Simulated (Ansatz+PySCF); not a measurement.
# Stretching singlet H2O

```xyz
3

O     0.0000    0.0000   -0.1077
H     0.0000    0.6788    0.4308
H     0.0000   -0.6788    0.4308
```

All coordinates are scaled together; the H2–H3 distance labels the points.

Basis set: 6-31G (spherical functions). Frozen core: 1 orbital. Charge 0, multiplicity 1.

Computed with Ansatz (development build ahead of 0.2.0) and PySCF 2.14.0, each point on the determinant that the search for low states chose. Each curve is measured from its own lowest point listed.

```json
{"r(H2–H3) (Å)": "1.358", "RHF (eV)": "0.388", "RHF-CCSD (eV)": "0.760", "PBE0 (unrestricted) (eV)": "0.689"}
{"r(H2–H3) (Å)": "1.584", "RHF (eV)": "0.000", "RHF-CCSD (eV)": "0.000", "PBE0 (unrestricted) (eV)": "0.000"}
{"r(H2–H3) (Å)": "1.735", "RHF (eV)": "0.763", "RHF-CCSD (eV)": "0.500", "PBE0 (unrestricted) (eV)": "0.555"}
{"r(H2–H3) (Å)": "1.961", "RHF (eV)": "2.481", "RHF-CCSD (eV)": "1.778", "PBE0 (unrestricted) (eV)": "1.958"}
{"r(H2–H3) (Å)": "2.187", "RHF (eV)": "4.395", "RHF-CCSD (eV)": "3.180", "PBE0 (unrestricted) (eV)": "3.564"}
{"r(H2–H3) (Å)": "2.338", "RHF (eV)": "5.660", "RHF-CCSD (eV)": "4.056", "PBE0 (unrestricted) (eV)": "4.625"}
{"r(H2–H3) (Å)": "2.564", "RHF (eV)": "7.474", "RHF-CCSD (eV)": "5.206", "PBE0 (unrestricted) (eV)": "6.047"}
{"r(H2–H3) (Å)": "2.715", "RHF (eV)": "8.610", "RHF-CCSD (eV)": "5.844", "PBE0 (unrestricted) (eV)": "6.713"}
{"r(H2–H3) (Å)": "2.941", "RHF (eV)": "10.194", "RHF-CCSD (eV)": "6.588", "PBE0 (unrestricted) (eV)": "7.395"}
{"r(H2–H3) (Å)": "3.168", "RHF (eV)": "11.629", "RHF-CCSD (eV)": "7.065", "PBE0 (unrestricted) (eV)": "7.831"}
{"r(H2–H3) (Å)": "3.318", "RHF (eV)": "12.483", "RHF-CCSD (eV)": "7.409", "PBE0 (unrestricted) (eV)": "8.032"}
{"r(H2–H3) (Å)": "3.695", "RHF (eV)": "13.869", "RHF-CCSD (eV)": "7.681", "PBE0 (unrestricted) (eV)": "8.346"}
```

(1) Give the UHF curve at the same distances.

(2) Where does unrestricted Hartree–Fock leave the restricted solution?

## Answers

(1)

```tsv
r (Å)	E (eV)
1.358	0.388
1.584	0.000
1.735	0.763
1.961	2.481
2.187	4.071
2.338	4.626
2.564	5.063
2.715	5.215
2.941	5.339
3.168	5.400
3.318	5.422
3.695	5.449
```

(2) Between 1.961 and 2.036 Å; <S²> reaches 1.96 at 3.77 Å.

Caution for RHF at some points, RHF-CCSD at some points: an unrestricted determinant lies well below. Caution for UHF at some points, PBE0 (unrestricted) at some points: the unrestricted determinant is a mixture of spin states. Caution for RHF-CCSD at some points: bonds are stretched, where a single reference can fail; large amplitudes, a single reference is doubtful; the amplitudes may be one of several solutions; very large amplitudes, the method is breaking down. Caution for PBE0 (unrestricted) at some points: charge can spread falsely over distant fragments.
